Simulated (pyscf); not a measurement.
Homolytic dissociation enthalpies at 298 K of Ge–S, Ge–Se, Se–Si, Si–Te, S–Si, S–Sn bonds in 8 gas-phase molecules, in kJ/mol. Optimised with ωB97X-D3(BJ)/def2-SVP in PySCF. Correlated levels are frozen-core, on RHF or UHF. ΔMP2 is the change of the MP2 total energy from the triple- to the quadruple-zeta basis. Both columns use the same structures and thermal terms. Rows were drawn at random from the closed-shell molecules with such a bond whose radicals are computed, keep their shape and have no isomer in the data more than 5 kcal/mol lower.

```csv
row,molecule,radicals,PBE/def2-TZVP,CCSD(T)/def2-TZVPP + ΔMP2(QZVPP)
1,H₃Si–TeH,SiH₃• + TeH•,276.5,287.0
2,F–GeH₂–SeH,F–GeH₂• + SeH•,303.8,319.9
3,F–SiH₂–SH,F–SiH₂• + SH•,380.0,389.5
4,HS–SiH₂–Cl,SH• + •H₂Si–Cl,364.0,374.4
5,Cl–GeH₂–SeH,Cl–GeH₂• + SeH•,292.9,309.4
6,HS–SnH₃,SH• + SnH₃•,301.4,309.3
7,HS–GeH₂–SH,SH• + HS–GeH₂•,315.6,329.5
8,F–SiH₂–SeH,F–SiH₂• + SeH•,339.7,?
```

Fit a line that carries the PBE values to the last column and predict row 8.

In the 7 complete rows the last column lies 7.9 to 16.5 kJ/mol from PBE (mean 12.1, median 10.5). Least squares gives y = 21.7 + 0.97·x with residuals of 2.9 kJ/mol (root mean square). For row 8: 21.7 + 0.97 × 339.7 = 351.2 kJ/mol. The computed value is 353.5 kJ/mol, 2.3 over the line. The CCSD(T) − MP2 part came from Ansatz, without density fitting, on the same reference. The frozen core leaves the outer d or s,p core shells of the metals and heavy elements correlated in the MP2 and CC values, and def2-TZVPP describes them poorly, which can shift differences by a few kcal/mol. Left out: the spin-orbit lowering of SH, SeH, TeH, which is large for Br, Se, Te and I. Elements up to Kr have no core potential and no relativistic terms here. Elements past Kr carry the def2 core potentials, without spin-orbit coupling.
